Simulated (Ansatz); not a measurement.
# Which is lower?

Two relaxed structures of CH5SSi (charge -1), singlet (PBE0-D4/def2-TZVPD; forces vanish, vibrations not checked).

A:

```xyz
8
angstrom
Si 0.9293 -0.3414 0.1501
C -0.8256 0.3229 -0.1545
S 1.0931 -1.7438 1.6256
H -1.4949 -0.4984 -0.4278
H -0.8388 1.0696 -0.9575
H -1.2161 0.7822 0.7584
H 1.7465 0.9200 0.3529
H 1.3747 -0.7878 -1.2291
```

B:

```tsv
atom	x (Å)	y (Å)	z (Å)
Si1	-0.7949	0.2932	-0.1297
C2	0.9747	-0.2312	0.0205
S3	0.9032	-1.4627	1.3668
H4	-1.6886	-0.8369	-0.5104
H5	-1.0503	1.3461	-1.2064
H6	-1.3054	0.9236	1.1204
H7	1.6198	0.6230	0.2614
H8	1.3415	-0.6552	-0.9226
```

Program: Ansatz 0.2.0. Basis: def2-TZVPPD. Cores are frozen in the correlated methods. B3LYP uses VWN-RPA correlation.

(1) Which structure is lower at CCSD(T), and by how much? (An estimate is asked for; the value comes from the calculation.)

T1 diagnostic: at most 0.013.

Answers

(1) By the calculation: A, by 41.05 kcal/mol (electronic energy, against the other). By their contacts, A is CH₅SSi ([CH3][SiH2][S]), total charge -1 and B is CH₅SSi ([SiH3][CH2][S]), total charge -1.

All methods give the same order:

```
   method  E(B) − E(A) (kcal/mol)
   PBE-D4                   39.74
r2SCAN-D4                   42.52
  PBE0-D4                   41.28
 B3LYP-D4                   40.38
  wB97M-V                   40.93
       HF                   43.09
      MP2                   42.08
     CCSD                   41.42
  CCSD(T)                   41.05
```

Labels in which every atom is bracketed show which atoms are joined, not bond orders.

For scale, one of the runs: CCSD(T)/def2-TZVPPD, 221 basis functions, launched by `ansatz run in.yaml --threads 2 --pin off --events-out ev --progress --plain --max-ram 4352MiB`. Hardware: 2 CPU threads of an Arm Neoverse V2, shared host. Wall time 30 s; peak host memory 2.1 GiB.
